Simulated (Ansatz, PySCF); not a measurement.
Barrier height from CHN (SMILES [C-]#[NH+]) to the transition structure CHN, without zero-point energy, on the benchmark's geometries as Psi4's copy of the set gives them.
Transition structure (charge 0, multiplicity 1):
```xyz
3

C      0.080     0.620     0.000
N      0.080    -0.568     0.000
H     -1.044     0.255     0.000
```
Reactant (charge 0, multiplicity 1):
```xyz
3

C      0.0000     0.0000    -0.7372
N      0.0000     0.0000     0.4321
H      0.0000     0.0000     1.4270
```

Open shells are unrestricted; no spin–orbit coupling.

Frozen-core correlation. CBS: X⁻³ extrapolation of the correlation energy, Hartree–Fock from the larger set.

Run with Ansatz (a first-principles code) with Gaussian orbitals; PySCF for the dispersion terms. 

PBE/def2-TZVPPD gives 1.330 eV for the barrier height.

Question: Predict the shift from PBE, with its sign, for: PBE-D3(BJ)/def2-TZVPPD, r2SCAN/def2-TZVPPD, B3LYP/def2-TZVPPD, wB97M-V/def2-TZVPPD, B2PLYP/def2-TZVPPD, MP2/CBS(aug-cc-pVTZ, aug-cc-pVQZ), CCSD(T)/CBS(aug-cc-pVTZ, aug-cc-pVQZ).

Answer: PBE-D3(BJ)/def2-TZVPPD 0.002; r2SCAN/def2-TZVPPD 0.051; B3LYP/def2-TZVPPD 0.122; wB97M-V/def2-TZVPPD 0.062; B2PLYP/def2-TZVPPD 0.114; MP2/CBS(aug-cc-pVTZ, aug-cc-pVQZ) 0.169; CCSD(T)/CBS(aug-cc-pVTZ, aug-cc-pVQZ) 0.098 eV. 7 of 7 lie above PBE; the widest gap is to MP2/CBS(aug-cc-pVTZ, aug-cc-pVQZ).

The set's own value is 33.11 kcal/mol (Zhao et al., NHTBH38), an estimate for the real system.
